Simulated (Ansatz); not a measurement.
# BeBH+ (quartet): from Hartree-Fock to the top rungs, cc-pVDZ

An exercise on one series of results from a longer session: the logs are not shown, and one member is left open.

Method: cc-pVDZ, core rule «outside noble gas», up to 2 orbitals frozen; program: Ansatz 0.2.0, Gaussian basis.

The runs, in order: UHF; CCSD(T) on ROHF; CCSD(T) on UHF; BCCD(T) on ROHF; CISD as a restricted active space (open shells left free, so some higher excitations enter); CCSDT(Q) on ROHF; CCSDT(Q) on UHF; CISDTQ; Full CI.

23 further runs of the same task are left out: 11 for a known fault of the program, 5 that didn't finish, 7 set aside as unsound or not needed. Runs told in other sessions of the task aren't counted.

## The geometry

The geometry is a PBE0/def2-TZVP stationary point (not a proven minimum) of the parent state, kept for this charge and spin.

3 atoms, charge 1, spin multiplicity 4.

Atoms are counted from 1 here; the program's logs count them from 0.

Bond lengths: B1–Be2 1.813 Å, B1–H3 1.189 Å. Angles: Be2–B1–H3 180.0°.

Coordinates:

| atom | x (Å) | y (Å) | z (Å) |
| --- | --- | --- | --- |
| B1 | 0.00000 | 0.00000 | 0.20781 |
| Be2 | 0.00000 | 0.00000 | -1.60501 |
| H3 | 0.00000 | 0.00000 | 1.39720 |

The first run:

The input, in.yaml:

```yaml
crystal:
  periodic: [false, false, false]
  atoms:
    - {symbol: B, position_ang: [0.000000, 0.000000, 0.207806]}
    - {symbol: Be, position_ang: [0.000000, 0.000000, -1.605007]}
    - {symbol: H, position_ang: [0.000000, 0.000000, 1.397201]}
basis:
  gaussian: {orbitals: cc-pVDZ}
total_charge: 1
magnetization: {spin_polarized: true, initial_magnetization: 3}
hamiltonian: {xc: hf}
output: {orbitals: {seedname: orbitals}}
```

On the command line:

```
$ ansatz run in.yaml --threads 1 --pin off --events-out ev --progress --plain --max-ram 2393MiB
```

Steps of the session up to this table: UHF; CCSD(T) on ROHF; CCSD(T) on UHF; BCCD(T) on ROHF; CISD as a restricted active space (open shells left free, so some higher excitations enter); CCSDT(Q) on ROHF; CCSDT(Q) on UHF; CISDTQ; Full CI.

One of the session's tables, all rows but one given; the rest of the session is left out.

```
   method  from FCI (kcal/mol)
     ROHF               +51.04
      UHF               +50.77
     RMP2               +15.44
     UMP2               +15.36
     CISD                +2.41
    RCCSD                +1.98
    UCCSD                +1.99
 RCCSD(T)                +0.62
 UCCSD(T)                +0.62
  BCCD(T)                +0.66
   RCCSDT                +0.06
   UCCSDT                +0.04
   CISDTQ                +0.02
RCCSDT(Q)                 0.00
UCCSDT(Q)                    ?
      FCI                    0
```

**Question.** Estimate the row for UCCSDT(Q).

The run gave: from FCI (kcal/mol): -0.02. In the column «from FCI (kcal/mol)» it is the lowest.

Limits of these values: Levels on UHF freeze UHF's core orbitals, full CI those of ROHF, so the U rows can settle a little off it for that reason alone. Restricted and unrestricted rows rest on different reference determinants; a gap between their highest levels can come from leftover correlation error, from unlike frozen cores or from another state.
